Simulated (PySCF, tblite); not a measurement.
# A complex of chlorine and fluoride

A gas-phase complex of chlorine and fluoride; charge -1, singlet. The structure comes from a short search (5 tight-binding starts) and was relaxed by PBE0-D3(BJ)/def2-TZVPD; another way of binding may lie lower. Frequencies by PBE0-D3(BJ)/def2-TZVPD show no clear imaginary mode.

```
part      name  SMILES  atoms  charge  multiplicity
   1  chlorine    ClCl    1–2       0             1
   2  fluoride    [F-]      3      -1             1
```

```tsv
atom	part	x (Å)	y (Å)	z (Å)
Cl1	1	0.923	-1.477	-0.051
Cl2	1	-1.134	-0.497	-0.010
F3	2	-2.815	0.305	0.025
```

```
 contact  kind (by geometry)  distance (Å)  angle (°)
Cl2···F3  short halogen bond         1.862        180
```

Deforming the relaxed parts to their shape here costs 13.8 kcal/mol, which the interaction energies leave out.

Interaction energies are complex less parts, with the parts frozen as they stand in it; counterpoise-corrected, in kcal/mol (PySCF). The CCSD(T) estimate is Hartree-Fock/aug-cc-pVQZ, plus the MP2 correlation part extrapolated as X⁻³ from aug-cc-pVTZ and aug-cc-pVQZ, plus CCSD(T) less MP2 in aug-cc-pVDZ; noble-gas cores are frozen. It isn't the exact limit.

(1) Give the interaction energy at each level run.

(2) What holds them together? Decompose the wB97M-D3(BJ)/def2-TZVPD energy: frozen parts, their antisymmetrised product, then relaxation.

The parts were also relaxed and run alone, at the levels used for the complex: shieldings by PBE0/aug-pcSseg-2; core levels by delta-SCF with SCAN, aug-pcX-2 on the ionised atom and aug-pcseg-1 elsewhere, spin-free X2C (2p3/2 is the spin-free 2p value less a third of a first-order spin-orbit splitting).

Values alone: Cl1–Cl2 bond (Å): 1.980; shielding of Cl2 (ppm): 641.6; shielding of F3 (ppm): 479.9; shielding of Cl1 (ppm): 641.6; Cl1 2p3/2 core level (eV): 207.98; Cl2 2p3/2 core level (eV): 207.98; F3 1s core level (eV): 680.05.

(3) How do these values change when the complex forms?

Results:

(1) 
```csv
level,interaction,superposition error removed
Hartree-Fock/aug-cc-pVQZ,-45.58,-
wB97M-D3(BJ)/def2-TZVPD,-51.33,-0.20
PBE0-D3(BJ)/def2-TZVPD,-58.16,-0.22
MP2/aug-cc-pVQZ,-52.26,-0.77
"CCSD(T), estimated basis limit",-49.96,-
```

(2) electrostatic -92.4, Pauli repulsion +151.2, orbital relaxation -109.9, dispersion correction -0.4 kcal/mol, which sum to the value before the counterpoise correction; the Pauli term holds the exchange-correlation of the frozen density too. Of the attraction, 54 % is orbital relaxation, 46 % is electrostatic, 0 % is dispersion correction.

(3) 
```csv
property,alone,in the complex,change
Cl1–Cl2 bond (Å),1.980,2.279,+0.299
shielding of Cl2 (ppm),641.6,285.3,-356.3
shielding of F3 (ppm),479.9,217.0,-262.9
shielding of Cl1 (ppm),641.6,783.3,+141.7
Cl1 2p3/2 core level (eV),207.98,199.55,-8.42
Cl2 2p3/2 core level (eV),207.98,201.46,-6.52
F3 1s core level (eV),680.05,684.26,+4.21
```

The core-hole state of Cl2 is spin-contaminated (⟨S²⟩ 0.82 against 0.75 for a pure doublet), so that value and differences from it are less sure.

The 6 runs behind this took 3.8 min in all, one thread each of Arm Neoverse N1 on a shared host, launched as `OMP_NUM_THREADS=1 python cluster_run.py task.json out`.
